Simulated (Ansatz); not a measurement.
**Zinc-blende ZnS: polycrystal shear modulus by level of theory**

No measured value is used here.

```csv
level (code),value (GPa),cell (Å³/atom)
LDA (Ansatz),37.3,18.57
PBE (Ansatz),33.3,20.16
r²SCAN (Ansatz),35.8,19.56
HSE06 (Ansatz),34.6,19.96
```

Each level is taken at its own relaxed cell. Cutoffs and k meshes differ between the levels. Ansatz's density-functional and Hartree–Fock values are scalar-relativistic unless marked +SOC, with PAW data made under PBE.

Ansatz is a first-principles code.
